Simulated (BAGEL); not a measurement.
# RI-MP2/6-311+G(d,p) (density fitting with qzvpp-jkfit) run of PF3 (phosphorus trifluoride)

Aim: the energy change on altering one bond length of PF3 (phosphorus trifluoride) at RI-MP2/6-311+G** (density fitting with qzvpp-jkfit), from 2 runs. 

Program for the calculation: BAGEL 1.2.2.

5 further runs of the same task are left out: 2 that didn't finish, 3 set aside as unsound or not needed.

## (1) Starting point

PF3: 4 atoms, total charge 0, spin state singlet. As SMILES, `FP(F)F`. Geometry: relaxed at PBE0-D4/def2-TZVP.

Bond lengths: F1–P2 1.572 Å, P2–F3 1.572 Å, P2–F4 1.572 Å. Angles: F1–P2–F3 97.6°, F1–P2–F4 97.6°, F3–P2–F4 97.6°.

## (2) The energy at RI-MP2/6-311+G(d,p) (density fitting with qzvpp-jkfit)

input.json reads:

```json
{ "bagel" : [

{
  "title" : "molecule",
  "basis" : "6-311+gss.json",
  "df_basis" : "qzvpp-jkfit",
  "angstrom" : true,
  "geometry" : [
    { "atom" : "F", "xyz" : [    0.834400,   -0.663200,    0.874500 ] },
    { "atom" : "P", "xyz" : [   -0.297500,    0.314600,    0.392300 ] },
    { "atom" : "F", "xyz" : [   -1.061900,   -0.696500,   -0.536900 ] },
    { "atom" : "F", "xyz" : [    0.525000,    1.045200,   -0.730000 ] }
  ]
},
{ "title" : "hf" },
{ "title" : "mp2", "ncore" : 8 }

]}
```

The basis set 6-311+G** is read from a file made from the Basis Set Exchange's data (not shown).

Run with:

```console
$ BAGEL_NUM_THREADS=1 BAGEL input.json > input.out
```

What it wrote:

```text
* using 1 threads per process

  ===============================================================
  ===============================================================

  *** Geometry ***

  { "atom" : "F", "xyz" : [      1.576787,     -1.253266,      1.652565 ] },
  { "atom" : "P", "xyz" : [     -0.562194,      0.594508,      0.741340 ] },
  { "atom" : "F", "xyz" : [     -2.006700,     -1.316194,     -1.014594 ] },
  { "atom" : "F", "xyz" : [      0.992106,      1.975142,     -1.379500 ] },

  Number of auxiliary basis functions:      359

  Since a DF basis is specified, we compute 2- and 3-index integrals:
    o Being stored without compression. Storage requirement is 0.026 GB

  Number of basis functions:       96
  Number of electrons      :       42

    * METHOD: MOLECULE                             0.12

  *** RHF ***

  === Nuclear Repulsion ===
   190.7620925007

      * DIIS with orbital gradients will be used.

  === RHF iteration (6-311+gss.json) ===
      0       -638.79131720          0.03744663           0.05
      1       -639.03199765          0.02808054           0.05
      2       -639.22676591          0.00177377           0.05
      3       -639.22962588          0.00037872           0.05
      4       -639.22980402          0.00013268           0.05
      5       -639.22982257          0.00002494           0.05
      6       -639.22982304          0.00000475           0.05
      7       -639.22982306          0.00000089           0.05
      8       -639.22982306          0.00000040           0.05
      9       -639.22982306          0.00000008           0.05
     10       -639.22982306          0.00000004           0.05
     11       -639.22982306          0.00000001           0.05
    * SCF iteration converged.

    * Permanent dipole moment:
           (    0.331030,    -0.350202,    -0.436764) a.u.

    * METHOD: HF                                   0.71

  *** RHF ***

  === Nuclear Repulsion ===
   190.7620925007

      * DIIS with orbital gradients will be used.

  === RHF iteration (6-311+gss.json) ===
      0       -639.22982306          0.00000000           0.05
    * SCF iteration converged.

    * Permanent dipole moment:
           (    0.331030,    -0.350202,    -0.436763) a.u.

  === DF-MP2 calculation ===

    * freezing 8 orbitals
    * 3-index integral transformation done
    * assembly done

      MP2 correlation energy:   -0.7331702965      0.04

      MP2 total energy:       -639.9629933599

    * METHOD: MP2                                  0.15

  ===============================================================
```

It took 1.1 s on 1 thread of Arm Neoverse V2, shared host; peak memory 0.099 GiB.

## (3) The distorted shape

calc.json reads:

```json
{ "bagel" : [

{
  "title" : "molecule",
  "basis" : "6-311+gss.json",
  "df_basis" : "qzvpp-jkfit",
  "angstrom" : true,
  "geometry" : [
    { "atom" : "F", "xyz" : [       0.423128,      -1.028519,       1.435680 ] },
    { "atom" : "P", "xyz" : [      -0.708772,      -0.050719,       0.953480 ] },
    { "atom" : "F", "xyz" : [      -1.473172,      -1.061819,       0.024280 ] },
    { "atom" : "F", "xyz" : [       0.525000,       1.045200,      -0.730000 ] }
  ]
},

{
  "title" : "hf"
},

{
  "title" : "mp2",
  "ncore" : 8
}

]}
```

The basis set 6-311+G** is read from a file made from the Basis Set Exchange's data (not shown).

Run with:

```console
$ BAGEL_NUM_THREADS=1 BAGEL calc.json > calc.out
```

What it wrote:

```text
* using 1 threads per process

  ===============================================================
  ===============================================================

  *** Geometry ***

  { "atom" : "F", "xyz" : [      0.799596,     -1.943619,      2.713042 ] },
  { "atom" : "P", "xyz" : [     -1.339385,     -0.095845,      1.801816 ] },
  { "atom" : "F", "xyz" : [     -2.783892,     -2.006547,      0.045883 ] },
  { "atom" : "F", "xyz" : [      0.992106,      1.975142,     -1.379500 ] },

  Number of auxiliary basis functions:      359

  Since a DF basis is specified, we compute 2- and 3-index integrals:
    o Being stored without compression. Storage requirement is 0.026 GB

  Number of basis functions:       96
  Number of electrons      :       42

    * METHOD: MOLECULE                             0.11

  *** RHF ***

  === Nuclear Repulsion ===
   167.9211583781

      * DIIS with orbital gradients will be used.

  === RHF iteration (6-311+gss.json) ===
      0       -638.52736555          0.04150016           0.05
      1       -638.50049441          0.04624560           0.05
      2       -639.08765913          0.00644996           0.05
      3       -639.10089026          0.00211653           0.05
      4       -639.10335211          0.00055961           0.05
      5       -639.10376974          0.00018693           0.05
      6       -639.10382339          0.00006694           0.05
      7       -639.10382994          0.00002622           0.05
      8       -639.10383060          0.00001388           0.05
      9       -639.10383075          0.00000477           0.05
     10       -639.10383078          0.00000162           0.05
     11       -639.10383078          0.00000083           0.05
     12       -639.10383078          0.00000040           0.05
     13       -639.10383078          0.00000017           0.05
     14       -639.10383078          0.00000008           0.05
     15       -639.10383078          0.00000004           0.05
     16       -639.10383078          0.00000002           0.05
     17       -639.10383078          0.00000001           0.05
    * SCF iteration converged.

    * Permanent dipole moment:
           (    1.396633,     0.644243,    -1.891897) a.u.

    * METHOD: HF                                   1.00

  *** RHF ***

  === Nuclear Repulsion ===
   167.9211583781

      * DIIS with orbital gradients will be used.

  === RHF iteration (6-311+gss.json) ===
      0       -639.10383078          0.00000000           0.05
    * SCF iteration converged.

    * Permanent dipole moment:
           (    1.396633,     0.644242,    -1.891897) a.u.

  === DF-MP2 calculation ===

    * freezing 8 orbitals
    * 3-index integral transformation done
    * assembly done

      MP2 correlation energy:   -0.7626977903      0.04

      MP2 total energy:       -639.8665285714

    * METHOD: MP2                                  0.15

  ===============================================================
```

Wall time 1.4 s (1 thread of Arm Neoverse V2, shared host); peak memory 0.098 GiB.

## (4) Summary of results

At RI-MP2/6-311+G** (density fitting with qzvpp-jkfit), 8 core orbitals frozen:

| quantity | value |
| --- | --- |
| first shape: total energy | -639.96299 Eh |
| first shape: correlation energy (8 core orbitals frozen) | -733.2 mEh |
| distorted shape: total energy | -639.86653 Eh |
| distorted shape: correlation energy (8 core orbitals frozen) | -762.7 mEh |
| energy change with the P2–F4 bond stretched from 1.572 to 2.357 Å | 2.625 eV |

In words: With the P2–F4 bond stretched from 1.572 to 2.357 Å the energy rises by 2.62 eV (253 kJ/mol). The first shape isn't relaxed at this level, so the change isn't measured from a minimum. A restricted reference can't describe the breaking bond well at this length.
